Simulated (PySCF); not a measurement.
Compound: C3H4NS (charge -1).
Atom-mapped SMILES: `[N:1]#[C:2][CH2:3][CH2:4][S-:5]` (hydrogens: H6, H7 on C3; H8, H9 on C4)

Computed, not measured: PBE0-D3(BJ)/def2-SVP geometry optimisation, gas phase (PySCF 2.14.0).

Problem. Give the optimised bond lengths and angles.

Solution. 
```csv
bond,length (Å),order
N1≡C2,1.162,triple
C2–C3,1.460,single
C3–C4,1.544,single
C4–S5,1.799,single
"C3–H6, C3–H7",1.102,single
"C4–H8, C4–H9",1.110,single
```

Bonds in one row agree within 0.01 Å and their mean is given. Orders are formal, as drawn. A selection of angles:
```csv
angle,degrees
N1–C2–C3,177.4
C2–C3–C4,115.4
C2–C3–H6,109.8
C4–C3–H6,107.7
H6–C3–H7,105.9
C3–C4–S5,110.3
C3–C4–H8,107.1
S5–C4–H8,113.3
H8–C4–H9,105.3
```

Dihedral angles: C2–C3–C4–S5 180° (antiperiplanar).

The 2 C–C bonds span 1.460 Å (C2–C3, drawn single) to 1.544 Å (C3–C4, drawn single), a spread of 0.084 Å. The 5 heavy atoms lie in one plane (0.001 Å rms).

Point group: Cs (tolerance 0.08 Å). Whether it is a minimum is left open (no frequencies).

One conformer stands for the species.
